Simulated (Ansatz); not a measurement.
H2O2, triplet: from triple and quadruple zeta to the limit

```yaml
atoms:
  - { symbol: O, position_ang: [-1.0752, -0.0275, 0.0000] }
  - { symbol: H, position_ang: [-1.3245, 0.8991, 0.0000] }
  - { symbol: H, position_ang: [0.0448, -0.0275, 0.0000] }
  - { symbol: O, position_ang: [1.1558, -0.0275, 0.0000] }
```

Connectivity, by distances: OH ··· O, 1 bridging H.

Ansatz 0.2.0, UHF determinant, valence electrons correlated. Energies in eV.

```tsv
set	X	functions	Hartree–Fock	MP2 correlation	CCSD(T) correlation	time
def2-TZVPP	3	90	-4103.6923	-11.6205	-12.7048	35 s on 1 × NVIDIA H100 80GB HBM3 with 1 thread of AMD EPYC 7R13 Processor (Zen 3) (shared host)
def2-QZVPP	4	174	-4103.8813	-12.6245	-13.6624	48 s on 1 × NVIDIA H100 80GB HBM3 with 1 thread of AMD EPYC 7R13 Processor (Zen 3) (shared host)
```

Hartree–Fock is taken to follow E(X) = E∞ + A·exp(−7.88·√X), correlation E(X) = E∞ + B·X^−2.97.

Cautions: lower spins were not checked.

Problem. Work out the CCSD(T) energy at the limit, and how far the shortcut misses it that extrapolates MP2 and adds CCSD(T) minus MP2 from the smaller set.

Solution. Hartree–Fock: E∞ = E4 + 0.1377·(E4 − E3) = -4103.9073. Correlation: E∞ = E4 + 0.7407·(E4 − E3) = -14.3717 for CCSD(T) and -13.3682 for MP2. The limit is -4118.2790 eV, 0.735 eV below def2-QZVPP. The shortcut gives a correlation energy of -13.3682 + (-1.0843) = -14.4525, 81 meV lower than the direct value.
